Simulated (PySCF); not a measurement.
## Simulated absorption spectrum

Species: C4H11P.
Atom-mapped SMILES: `[CH2:1]=[P:2]([CH3:3])([CH3:4])[CH3:5]` (hydrogens: H6, H7 on C1; H8, H9, H10 on C3; H11, H12, H13 on C4; H14, H15, H16 on C5)

The calculation used TDDFT CAM-B3LYP/def2-SVPD, vertical, gas phase, core orbitals frozen in the response (PySCF 2.14.0, density-fitted response routines). Isolated species at its PBE0-D3(BJ)/def2-SVP geometry, gas phase.

Computed states:

```
state  E (eV)       f
   S1    4.51   0.050
   S2    5.26  0.0034
   S3    5.69   0.021
   S4    5.81  0.0003
   S5    5.90   0.046
   S6    6.08  0.0086
```

Broadening: Gaussians 0.5 eV wide at half height, area fixed by f = 4.319×10⁻⁹ ∫ε dν̃. The width is an assumption, not a result. The curve ends short of the highest state used, and states not computed would add to its high-energy end.

**Question.** What does the envelope look like, and where are its maxima?

**Answer.** 
```tsv
E (eV)	ε (L mol⁻¹ cm⁻¹)
3.76	5
3.82	14
3.88	33
3.94	73
4.00	150
4.06	285
4.12	498
4.18	805
4.24	1201
4.29	1578
4.35	2034
4.41	2420
4.47	2659
4.53	2697
4.59	2527
4.65	2187
4.71	1750
4.77	1298
4.83	899
4.89	592
4.95	386
5.01	271
5.07	226
5.13	230
5.19	270
5.24	329
5.30	436
5.36	599
5.42	836
5.48	1159
```

Maxima: 275 nm (4.51 eV), ε about 2700, made up of S1 (100%) (ε in L mol⁻¹ cm⁻¹; maxima over ε = 5, shares over 10%). At its high-energy end, 5.48 eV, the curve is still rising (ε about 1200, from S3 and S5).

**Question.** On this curve, what absorbance would a 10⁻⁴ mol/L sample give at 266 nm over a 1 cm path?

**Answer.** 266 nm is 4.661 eV, where ε is about 2100 L mol⁻¹ cm⁻¹, so A = ε c l ≈ 0.21 (Beer–Lambert, with the gas-phase spectrum and the assumed width).

**Question.** Coming from long wavelengths, where does ε first pass 100 L mol⁻¹ cm⁻¹?

**Answer.** At about 313 nm (3.97 eV), 0.54 eV below S1.

**Question.** What would ε be at 4.51 eV, the highest of these maxima, with half the width (0.25 eV)?

**Answer.** About 5420 L mol⁻¹ cm⁻¹ against 2710, a factor of about 2.00; a lone state at its own centre would give exactly 2.

On an Arm Neoverse V1 with one thread, shared host with 32 logical CPUs at a one-minute load of 9.2, this took 26 s of wall time and 0.95 GiB of memory at its peak.
